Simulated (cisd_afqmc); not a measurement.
Input (AFQMC/CISD/aug-cc-pVDZ; cisd_afqmc is a phaseless AFQMC code with CISD trial states that reads the integrals written by Ansatz):

Ansatz 0.2 input:
```python
import cisd_afqmc

open("ham.yaml", "w").write("""\
crystal:
  periodic: [false, false, false]
  atoms:
    - {symbol: C, position_ang: [-0.00000000, -0.00000000, -0.48944061]}
    - {symbol: C, position_ang: [0.00000000, 0.00000000, 0.74906153]}
    - {symbol: H, position_ang: [-0.00000000, -0.00000000, -1.55772552]}
basis:
  gaussian:
    orbitals: aug-cc-pVDZ
total_charge: -1
magnetization: {spin_polarized: false}
correlation: {method: ccsd, electrons: outside_noble_gas, hamiltonian_folder: ham}
""")
rep = cisd_afqmc.ansatz("ham.yaml")
e_ccsd = rep["correlation"]["coupled_cluster"]["energy"]["hartree"]
out = cisd_afqmc.run("ham", e_ccsd, trial="CISD", walkers=100, populations=8, threads=8, dt=0.005, steps=40, early=24, settle=10, least=32,
    cut=5e-5, rank_cut=2e-4, target=0.0004, seconds=1500, seed=1, memory=17280, gpu=False)
```

Output:

```
orbitals 53, occupied [5], factors 267 of 565, rank of the doubles 118 of 240
E(HF) = -76.216761
E(CCSD) on the cut factors = -76.498626, shift to the whole factors -0.000013
Energy of the trial state on the determinant = -76.498669
  tau behind 7.2 of longer steps, mean of the populations' last blocks
   2.0  -76.51441
   4.0  -76.51491
   6.0  -76.51350
   8.0  -76.51421
  10.0  -76.51567
  12.0  -76.51413
  14.0  -76.51184
  16.0  -76.51338
  18.0  -76.51329
  20.0  -76.51479
  22.0  -76.51599
  24.0  -76.51409
  26.0  -76.51457
blocks 1018 (0 outliers left out), error by blocks joined: 1: 0.00021, 2: 0.00026, 4: 0.00031, 8: 0.00036, 16: 0.00039
E(AFQMC/CISD) = -76.51435 +/- 0.00039
```
